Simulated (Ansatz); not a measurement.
CH2 (SMILES [CH2]) moved off its minimum; all values from Ansatz (a first-principles code), cores frozen in correlated methods. Open shells are unrestricted.
(charge 0, multiplicity 3)
```xyz
3

C      0.1532    -0.0175    -0.1152
H     -0.9571    -0.2715    -0.1410
H      0.8272    -0.2907    -0.0064
```

Forces at HF/def2-TZVPP (eV/Å):

```
atom       Fx       Fy      Fz
----  -------  -------  ------
C1    -36.878   14.133  -5.779
H2      2.589    0.279   0.128
H3     34.288  -14.413   5.651
```

Question: Give the forces (eV/Å), the total energy and the dipole at CCSD(T)/aug-cc-pVTZ.

Answer: 
```tsv
atom	Fx	Fy	Fz
C1	-36.585	13.935	-5.715
H2	2.206	0.313	0.093
H3	34.379	-14.249	5.622
```
Energy -38.9109 hartree, dipole 0.52 D.
